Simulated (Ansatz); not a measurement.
A run of Ansatz (development build ahead of 0.2.0) on doublet CH at this shape:

| atom | x (Å) | y (Å) | z (Å) |
| --- | --- | --- | --- |
| C | 0.0000 | 0.0000 | 0.6440 |
| H | 0.0000 | 0.0000 | -0.6440 |

Its results:

- Converged: yes
- Reference energy: -37.75728 hartree
- CCSD correlation energy: -0.05052 hartree
- Triples correction: -0.00002 hartree
- Total energy: -37.80782 hartree
- Spin squared of the determinant: 0.750

(1) Which input gives this output? Name the method, the orbitals and the basis set, and write the input.

Results:

(1) ROHF-CCSD(T) in STO-3G.

```yaml
crystal:
  periodic: [false, false, false]
  atoms:
    - { symbol: C, position_ang: [0.0, 0.0, 0.644] }
    - { symbol: H, position_ang: [0.0, 0.0, -0.644] }
basis:
  gaussian: { orbitals: STO-3G }
magnetization:
  initial_magnetization: 1
hamiltonian:
  xc: hf
correlation:
  method: ccsd_t
  frozen_orbitals: { C: 1, H: 0 }
```
